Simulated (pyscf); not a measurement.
Optimised with ωB97X-D3(BJ)/def2-SVP in PySCF.

Question: What is the homolytic dissociation enthalpy (298 K, ωB97M-D3(BJ)/def2-TZVP) of the O–Si bond of HO–Zr(OH)(Cl)–O–SiH₃ (SMILES [OH][Zr]([OH])([Cl])[O][SiH3]), to [O–Zr(OH)(OH)–Cl]• + SiH₃•?

Answer: O–Si to [O–Zr(OH)(OH)–Cl]• + SiH₃•: 562.0 kJ/mol. The 7 functionals that were run give +528.1 (PBE) to +565.9 kJ/mol (ωB97X-D3(BJ)). The radicals are drawn with the spin at the cut bond; how far it spreads was not checked. Other isomers of [O–Zr(OH)(OH)–Cl]• were not searched in full and may lie lower. Open-shell species with a d-block atom are single-reference here; other states, and whether the spin sits on metal or ligand, were not checked. Elements past Kr carry the def2 core potentials, without spin-orbit coupling.
